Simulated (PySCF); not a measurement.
**SO₂F₂: calculation against measurement**

Isolated SO₂F₂, optimised in PySCF with density fitting and no spin–orbit coupling; def2 sets carry scalar-relativistic core potentials from Rb on. It is a singlet of C2v symmetry: PBE0/def2-SVP S–F 1.576 Å (×2), S–O 1.424 Å (×2).

Counting electrons, sulfur keeps none of its valence electrons outside its bonds, so the VSEPR class is AX4 and the expected shape is tetrahedral; with unlike ligands the computed point group is C2v.

Measured fundamentals (Shimanouchi, Tables of Molecular Vibrational Frequencies (1972), as compiled in the NIST Chemistry WebBook) beside computed harmonic wavenumbers, in cm⁻¹:

```csv
mode as compiled,computed symmetry,measured,rating (A best; medium not stated),PBE0/def2-SVP
a1 so2 s-str,a1,1269,C,1275
a1 sf2 s-str,a1,848,C,848
a1 so2 scis,a1,544,D,522
a1 sf2 scis,a1,385,D,359
a2 sf2 twist,a2,388,C,357
b1 so2 a-str,b2,1502,C,1516
b1 so2 rock,b1,553,D,512
b1 sf2 a-str,b1,885,C,890
b1 so2 wag,b2,539,D,511
```

Task: How close does the calculation come?

Result: Mean absolute differences: PBE0/def2-SVP 3.7 %. The mean ratio of measured to computed values at PBE0/def2-SVP is 1.035. Harmonic values should lie a little above fundamentals, yet here they lie below on average.

Task: The measured dipole moment is 1.12 D (NIST CCCBDB Release 22 (SRD 101), experimental dipoles). What do the calculations give?

Result: PBE0/def2-SVP 0.78 D. The measured value is a vibrational average, and the basis lacks diffuse functions.

Task: The tabulated gas-phase entropy at 298.15 K and 1 bar is 283.61 J/(mol K) (Chase, 1998, NIST Chemistry WebBook). What do rigid-rotor harmonic-oscillator sums give?

Result: PBE0/def2-SVP 285.9 J/(mol K).

Task: ΔfH°(298 K) is -758.56 kJ/mol (Chase, 1998, NIST Chemistry WebBook), and for the gaseous atoms S 277.2, O 249.2, F 79.3 kJ/mol (tabulated in the package mendeleev). Compare the atomisation enthalpy with the calculations.

Result: From the tables it is 277.2 + 2 × 249.2 + 2 × 79.3 − (-758.6) = 1693 kJ/mol. To a computed De one adds −ZPE (-40.6), the atoms' spin–orbit lowering from NIST levels (-7.4) and the thermal terms (19.3), all taken at PBE0/def2-SVP.
| level | De (kJ/mol) | ΔatH°(298 K) | computed − tabulated |
| --- | --- | --- | --- |
| PBE0/def2-SVP | 1521 | 1492 | -201 |
